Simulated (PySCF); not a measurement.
# Which determinant of SiO lies lowest?

Unrestricted PBE0; Si def2-TZVP, O def2-TZVP; no relativity (PySCF 2.14). Outer shells of the fragments: Si 3s2 3p2; O 2s2 2p4.

Followed along the bond (rough minima from three points):

```
2Ms+1    unpaired  ⟨S²⟩ at the start  R at minimum (Å)  Te (eV)
    1        none               0.00              1.51     0.00
    3        π ↑↑               2.01              1.73     3.90
    5  σ ↑, π ↑↑↑               6.01              1.78     7.03
```

Solutions found at the starting distance of 1.715 Å, counted from the lowest of them; the search is not exhaustive and high or unbound solutions are not listed, so other states can lie among these:

```
2Ms+1    unpaired   term  E (eV)  ⟨S²⟩  ⟨Lz²⟩  μ (D)
    1        none    ¹Σ⁺    0.00  0.00   0.00  -3.79
    3        π ↑↑  mixed    3.00  2.01   2.02  -0.77
    3    σ ↑, π ↑     ³Π    3.32  2.01   1.01  -2.84
    3        π ↑↑  mixed    3.32  2.01   2.01  -0.83
    1        π ↑↓  mixed    3.39  1.01   2.02  -0.85
    5  σ ↑, π ↑↑↑     ⁵Π    6.16  6.01   1.01  -0.82
    3    σ ↑, π ↑     ³Π    6.29  2.00   1.02  -0.40
    3        σ ↑↑    ³Σ⁺    6.33  2.01   0.00  -2.02
    5      π ↑↑↑↑    ⁵Σ⁺    8.60  6.03   0.00   3.43
    5  σ ↑↑, π ↑↑  mixed    9.11  6.01   2.01  -0.24
```

A term symbol is given only where ⟨S²⟩ and ⟨Lz²⟩ are close to those of a pure state; the other rows mix spins, or terms through real π, δ and φ orbitals. A positive dipole means Si(−)O(+).

Q: Compare the gap between the two lowest followed solutions at the starting distance with the gap between their minima.

A: At PBE0 the second solution (triplet, unpaired electrons π ↑↑) lies +3.00 eV from the first (singlet, closed shell) at 1.715 Å and +3.90 eV at the minima; the two curves relax by different amounts, since their minima lie near 1.73 and 1.51 Å.

Counting both spins, an empty level lies below a filled one in some of these solutions, because spin and occupation are held.
